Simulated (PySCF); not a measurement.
Species, as SMILES: C#C (C2H2).
Geometry (B3LYP-D3(BJ)/def2-TZVP, fixed):
```xyz
4

C      0.0000     0.0000    -0.5984
C      0.0000     0.0000     0.5984
H      0.0000     0.0000     1.6611
H      0.0000     0.0000    -1.6611
```
Charge 0, spin multiplicity 1.

Basis-set convergence of the mean static polarisability at HF with PySCF. All functions are spherical. Density fitting with generated auxiliary sets. No added dispersion term, no relativity. Reference: the value in d-aug-cc-pVTZ, 23.26 bohr³, itself unsure by roughly 0.2 % (its mean distance from aug-pcseg-3, aug-cc-pVQZ, aug-pcseg-2).

| basis | functions | mean static polarisability (bohr³) |
|---|---|---|
| def2-SVP | 38 | … |
| 6-311+G** | 56 | … |
| def2-SVPD | 56 | … |
| d-aug-cc-pVDZ | 90 | … |
| def2-TZVPP | 90 | 20.04 |
| def2-TZVPD | 92 | 22.99 |
| def2-TZVPPD | 108 | 22.98 |
| aug-pcseg-2 | 138 | 23.16 |
| cc-pVQZ | 170 | 21.15 |

What belongs in the gaps?


- def2-SVP, mean static polarisability (bohr³): 16.04
- 6-311+G**, mean static polarisability (bohr³): 18.96
- def2-SVPD, mean static polarisability (bohr³): 21.97
- d-aug-cc-pVDZ, mean static polarisability (bohr³): 23.19
